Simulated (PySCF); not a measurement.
# BSiH5F− (SMILES [BH3-][SiH2]F): a chain of runs

Aim: a structure relaxation (B97-D-D3(BJ)/DZVP), then a single-point energy (AM05/jun-cc-pV(D+d)Z), then the excited states (ADC(2)/6-311G*) of BSiH5F−. The job is set up through a Python script.

The results are computed with PySCF 2.14.0.

1 further run of the same task is left out (for a faulty analytic Hessian).

## 1. The molecule

The species is BSiH5F− (8 atoms), meant as a singlet with charge -1. As SMILES, `[BH3-][SiH2]F`. All atoms were displaced at random from a relaxed shape. The run starts from this shape.

Bond lengths: B1–Si2 1.997 Å, Si2–F3 1.733 Å, B1–H4 1.182 Å, B1–H5 1.201 Å, B1–H6 1.331 Å, Si2–H7 1.453 Å, Si2–H8 1.603 Å. Some angles: B1–Si2–F3 123.3°, B1–Si2–H7 127.9°, B1–Si2–H8 113.1°, F3–Si2–H7 95.2°, F3–Si2–H8 92.6°, Si2–B1–H4 107.0°, Si2–B1–H5 110.3°, Si2–B1–H6 102.9°, H7–Si2–H8 96.8°, H4–B1–H5 120.7°.

## 2. A geometry optimisation at B97-D-D3(BJ)/DZVP (run 1)

Contents of input.xyz:

```xyz
8

B     -0.740913     0.735327    -0.496130
Si     0.564198    -0.487314     0.392295
F      2.273512    -0.202248     0.411271
H     -1.819123     0.297484    -0.289693
H     -0.384169     0.981978    -1.615598
H     -0.760681     1.790071     0.314880
H      0.506684    -1.027832     1.739493
H      0.733217    -1.888347    -0.367838
```

Contents of input.py:

```python
from pyscf import gto, dft
from pyscf.geomopt.geometric_solver import kernel as optimise

mol = gto.M(
    atom='input.xyz',
    basis='dzvp',
    spin=0,
    verbose=4,
    charge=-1,
    max_memory=1860,
)

mf = dft.RKS(mol)
mf.xc = 'b97-d'
mf.disp = 'd3bj'
converged, mol_eq = optimise(mf, maxsteps=100, convergence_set='GAU_TIGHT')
print('converged:', converged)
print(mol_eq.tostring())

mf.reset(mol_eq)
mol = mol_eq
mf.kernel()
etot = mf.e_tot
print(f'total energy: {etot:.8f} hartree')
```

Run with:

```
$ OMP_NUM_THREADS=1 python input.py
```

The log of the run:

```text
PySCF version 2.14.0

[... 149 lines left out ...]
converged SCF energy = -417.184530899212
[... 323 lines left out ...]
converged SCF energy = -417.200014814482
[... 384 lines left out ...]
converged SCF energy = -417.200031651561
[... 368 lines left out ...]
converged SCF energy = -417.200031999702
[... 302 lines left out ...]
converged SCF energy = -417.200032056098
[... 358 lines left out ...]
converged SCF energy = -417.200032061439
[... 360 lines left out ...]
converged SCF energy = -417.200032067975
[... 221 lines left out ...]
converged SCF energy = -417.200032070446
total energy: -417.20003207 hartree
```

Run time: 10 min. Hardware: 1 thread of Intel Xeon at 2.50GHz (Skylake/Cascade Lake), shared host; peak memory 0.58 GiB.

The path in brief:

```
step  energy from the first frame kept (eV)  largest force (eV/Å)
   0                                 0.0000                2.7608
   3                                -0.4199                0.0865
   6                                -0.4217                0.0227
   9                                -0.4218                0.0037
  12                                -0.4218                0.0017
  15                                -0.4218                0.0012
  18                                -0.4218                0.0012
  21                                -0.4218                0.0012
  24                                -0.4218                0.0013
  27                                -0.4218                0.0013
  30                                -0.4218                0.0013
  33                                -0.4218                0.0013
  36                                -0.4218                0.0013
  39                                -0.4218                0.0013
  42                                -0.4218                0.0013
  45                                -0.4218                0.0013
  48                                -0.4218                0.0013
  51                                -0.4218                0.0013
  54                                -0.4218                0.0013
  57                                -0.4218                0.0013
  58                                -0.4218                0.0013
```

After the run. Bond lengths: B1–Si2 2.002 Å, Si2–F3 1.701 Å, B1–H4 1.244 Å, B1–H5 1.234 Å, B1–H6 1.234 Å, Si2–H7 1.528 Å, Si2–H8 1.528 Å. Some angles: B1–Si2–F3 118.5°, B1–Si2–H7 116.6°, B1–Si2–H8 116.6°, F3–Si2–H7 100.8°, F3–Si2–H8 100.8°, Si2–B1–H4 102.8°, Si2–B1–H5 110.9°, Si2–B1–H6 110.9°, H7–Si2–H8 100.5°, H4–B1–H5 110.2°.

## 3. The energy at AM05/jun-cc-pV(D+d)Z (SMD diethylether) (run 3)

Contents of input.py:

```python
# [BH3-][SiH2]F
from pyscf import gto, dft, solvent

mol = gto.Mole()
mol.atom = [
    ('B', (-0.665765, 0.775600, -0.409191)),
    ('Si', (0.636835, -0.555175, 0.324839)),
    ('F', (2.285757, -0.138244, 0.369741)),
    ('H', (-1.753798, 0.182781, -0.303993)),
    ('H', (-0.426084, 1.016685, -1.595050)),
    ('H', (-0.674471, 1.803665, 0.272623)),
    ('H', (0.414993, -1.004391, 1.768327)),
    ('H', (0.702711, -1.908683, -0.381006)),
]
mol.spin = 0
mol.max_memory = 1860
mol.charge = -1
mol.basis = 'jun-cc-pv(d+d)z'
mol.verbose = 4
mol.build()

myscf = dft.RKS(mol, xc='gga_x_am05,gga_c_am05')
myscf = myscf.SMD()
myscf.with_solvent.solvent = 'diethylether'
myscf.kernel()

e_final = myscf.e_tot
print('E(%s) = %.9f' % ('AM05', e_final))
myscf.analyze()
```

Run with:

```
$ OMP_NUM_THREADS=1 python input.py
```

The log of the run:

```text
PySCF version 2.14.0

[... 74 lines left out ...]
Solvent Energy = -0.0754647680443627
[... 51 lines left out ...]
One-electron Energy =                 -784.406512269186351
[... 14 lines left out ...]
MO #10  energy= -0.369063411907653 occ= 2
[... 12 lines left out ...]
MO #23  energy= 0.0696065004401909 occ= 0
[... 12 lines left out ...]
MO #36  energy= 0.35844301802195   occ= 0
[... 12 lines left out ...]
MO #49  energy= 0.649559138000621  occ= 0
[... 12 lines left out ...]
MO #62  energy= 1.36051082596257   occ= 0
[... 12 lines left out ...]
MO #75  energy= 2.18024155716413   occ= 0
[... 12 lines left out ...]
MO #88  energy= 3.77878663397017   occ= 0
[... 100 lines left out ...]
WARN: System has nonzero charge -1; the dipole moment is origin-dependent.
Location of origin: [0. 0. 0.]

Dipole moment(X, Y, Z, Debye): -0.82844, -1.69841,  0.57471
```

Wall time 69 s (1 thread of Intel Xeon at 2.50GHz (Skylake/Cascade Lake), shared host); peak memory 0.69 GiB.

## 4. The excited states at ADC(2)/6-311G(d) (root kind ee) (run 4)

Contents of job.py:

```python
# [BH3-][SiH2]F
from pyscf import gto, scf, adc

system = gto.M(
    atom='''
B   -0.665765   0.775600  -0.409191
Si   0.636835  -0.555175   0.324839
F    2.285757  -0.138244   0.369741
H   -1.753798   0.182781  -0.303993
H   -0.426084   1.016685  -1.595050
H   -0.674471   1.803665   0.272623
H    0.414993  -1.004391   1.768327
H    0.702711  -1.908683  -0.381006
''',
    max_memory=1860,
    spin=0,
    basis='6-311g*',
    charge=-1,
    verbose=4,
)

calc0 = scf.RHF(system)
calc0.kernel()

myadc = adc.ADC(calc0, frozen=7)
myadc.method = 'adc(2)'

myadc.method_type = 'ee'
e, vec, osc, x = myadc.kernel(nroots=4)

roots = e * 27.211386
print('root  energy (eV)  strength')
for i, (w, f) in enumerate(zip(roots, osc), 1):
    print('%3d %10.4f %10.5f' % (i, w, f))
```

Run with:

```
$ OMP_NUM_THREADS=1 python job.py
```

The log of the run:

```text
PySCF version 2.14.0

[... 62 lines left out ...]
converged SCF energy = -416.054364838349
[... 11 lines left out ...]
******** <class 'pyscf.adc.radc_ee.RADCEE'> ********
max_space = 12
max_cycle = 50
conv_tol = 1e-08

*************************************************************
        ADC calculation summary (singlet states only)
*************************************************************
adc(2) root 0  |  Energy (Eh) =   0.2430901992  |  Energy (eV) =   6.61482125  |  Osc. strength = 0.01243293  |  conv = True
adc(2) root 1  |  Energy (Eh) =   0.2953435744  |  Energy (eV) =   8.03670801  |  Osc. strength = 0.25799367  |  conv = True
adc(2) root 2  |  Energy (Eh) =   0.2991703698  |  Energy (eV) =   8.14084042  |  Osc. strength = 0.00232634  |  conv = True
adc(2) root 3  |  Energy (Eh) =   0.3067483384  |  Energy (eV) =   8.34704745  |  Osc. strength = 0.09262651  |  conv = True
root  energy (eV)  strength
  1     6.6148    0.01243
  2     8.0367    0.25799
  3     8.1408    0.00233
  4     8.3470    0.09263
```

Run time: 41 s. Hardware: 1 thread of Intel Xeon at 2.50GHz (Skylake/Cascade Lake), shared host; peak memory 0.53 GiB.

The roots found:

| excited state | energy (eV) | strength |
| --- | --- | --- |
| 1 | 6.615 | 0.0124 |
| 2 | 8.037 | 0.2580 |
| 3 | 8.141 | 0.0023 |
| 4 | 8.347 | 0.0926 |

## 5. Outcome

```
                                                                          quantity          value
                                 run 1, B97-D-D3(BJ)/DZVP: total energy at the end  -417.20003 Eh
                                             run 1, B97-D-D3(BJ)/DZVP: HOMO energy       -0.73 eV
                                             run 1, B97-D-D3(BJ)/DZVP: LUMO energy        4.79 eV
   run 1, B97-D-D3(BJ)/DZVP: HOMO–LUMO gap (to an unbound level, set by the basis)        5.52 eV
                                       run 1, B97-D-D3(BJ)/DZVP: dispersion energy  -31.26 kJ/mol
                                         run 3, AM05/jun-cc-pV(D+d)Z: total energy  -415.45409 Eh
                                          run 3, AM05/jun-cc-pV(D+d)Z: HOMO energy       -4.43 eV
                                          run 3, AM05/jun-cc-pV(D+d)Z: LUMO energy        0.63 eV
run 3, AM05/jun-cc-pV(D+d)Z: HOMO–LUMO gap (to an unbound level, set by the basis)        5.06 eV
                           run 3, AM05/jun-cc-pV(D+d)Z: solvent term in the energy  -172.8 kJ/mol
                        run 4, ADC(2)/6-311G*: HOMO energy (Hartree–Fock orbitals)       -4.88 eV
                        run 4, ADC(2)/6-311G*: LUMO energy (Hartree–Fock orbitals)        8.21 eV
      run 4, ADC(2)/6-311G*: HOMO–LUMO gap (to an unbound level, set by the basis)       13.09 eV
                run 4, ADC(2)/6-311G*: correlation energy (7 core orbitals frozen)     -400.2 mEh
                                   run 4, ADC(2)/6-311G*: lowest excitation energy        6.61 eV
```

What this shows: The optimisation (run 1, B97-D-D3(BJ)/DZVP) took 58 steps and changed the energy by -0.422 eV. The brightest of the 4 transitions from the ground state lies at 8.04 eV (154 nm, f = 0.258); the lowest, at 6.61 eV, has f = 0.012. For an anion, states without diffuse functions may be basis-held continuum.
